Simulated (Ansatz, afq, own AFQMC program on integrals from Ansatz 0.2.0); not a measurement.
Where AFQMC and coupled cluster stand for SiH2, triplet

```json
{"atom": "Si", "x (Å)": "0.0000", "y (Å)": "-0.0450", "z (Å)": "0.0000"}
{"atom": "H", "x (Å)": "0.0000", "y (Å)": "0.6263", "z (Å)": "-1.1326"}
{"atom": "H", "x (Å)": "0.0000", "y (Å)": "0.6263", "z (Å)": "1.1326"}
```

Basis cc-pVDZ. Noble-gas cores (and the filled d shells of Ga–Kr and In–Xe) are frozen. AFQMC by an in-house program on the Cholesky factors that Ansatz 0.2.0 writes for its CCSD(T) run. The CISD trial takes its coefficients from CCSD amplitudes. Released means that phaseless walkers are propagated on without the constraint, phases kept. Free projection: walkers drawn from exp(T), propagated without any constraint. Its projection time is finite, and what remains of the start isn't in its error. ± is one standard error of the sampling.

Determinant: UHF, the one that the program's search chose, which needn't be the lowest solution. The geometry is a point of a scan.

Full CI on the same integrals is exact in this basis and with this determinant's frozen core.

Cautions: lower spins were not checked; the ph-AFQMC/HF walk drifts between its halves (2.1 errors).

- T1 diagnostic: 0.0130
- weight of the determinant in the CISD state: 0.945
- ⟨S²⟩ of the determinant: 2.006
- size of the correlated space: 6 electrons in 23 orbitals

| level | correlation energy (eV) |
| --- | --- |
| MP2 | -1.9589 |
| CCSD | -2.5281 |
| CCSD(T) | -2.5711 |

(1) Estimate where free-projection AFQMC lies against CCSD(T) on the same integrals.

(1) 0.33 ± 0.01 kcal/mol below CCSD(T).

Reference: full CI, correlation energy -2.585 eV. The released energy is read at 2.40 1/Eh (meV from the phaseless value at times in 1/Eh: -0.3 ± 0.5 at 0.24, -0.7 ± 0.3 at 0.51, -1.2 ± 0.4 at 0.99, -2.0 ± 0.5 at 1.62, -2.2 ± 0.6 at 2.40).

| level | E − E(reference) (kcal/mol) | share of correlation (%) |
| --- | --- | --- |
| CCSD(T) | 0.32 | 99.47 |
| CCSDT | 0.02 | 99.97 |
| CCSDT(Q) | 0.00 | 100.00 |
| CCSDTQ | 0.00 | 100.00 |
| ph-AFQMC/HF | 0.01 ± 0.27 | 99.98 |
| ph-AFQMC/CISD | 0.03 ± 0.02 | 99.95 |
| released AFQMC | -0.02 ± 0.01 | 100.04 |
| free AFQMC | -0.01 ± 0.01 | 100.02 |

CCSDT and higher add their correlation energy to the determinant of the CCSD(T) run, since their own runs factorise the integrals more tightly (a shift of under 2 meV). Free projections are given only where their last times agree within the noise and don't stop above the reference; a slow remainder of the start can still hide under it. A walk keeps the symmetry of its determinant, which the program's search chose and which needn't be the lowest solution, so a lower state of the same spin and another symmetry isn't excluded. Released energies are given only where the last usable release times agree within the noise; a slower fall can still hide under it.
